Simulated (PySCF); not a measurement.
**BO₂: PBE0 against B3LYP**

Base calculation in PySCF with density fitting and no spin–orbit coupling, PBE0/def2-TZVP (no relativity): doublet, D∞h, B–O 1.260 Å (×2); wavenumbers 417, 507, 1098, 1367 cm⁻¹; polar-tensor charge of B -0.39 e, atomisation energy (no zero-point energy) 1369 kJ/mol.

What changes on going to B3LYP/def2-TZVP (no relativity)?

The point group stays the same. Changes: mean bond to B +0.001 Å, highest wavenumber +93 cm⁻¹, lowest wavenumber +5 cm⁻¹, polar-tensor charge of B +0.21 e, atomisation energy (no zero-point energy) +10 kJ/mol. The new structure has B–O 1.261 Å (×2), with wavenumbers 422, 508, 1090, 1460 cm⁻¹.

The structures come from searches over a few start shapes, so lower isomers are not excluded.
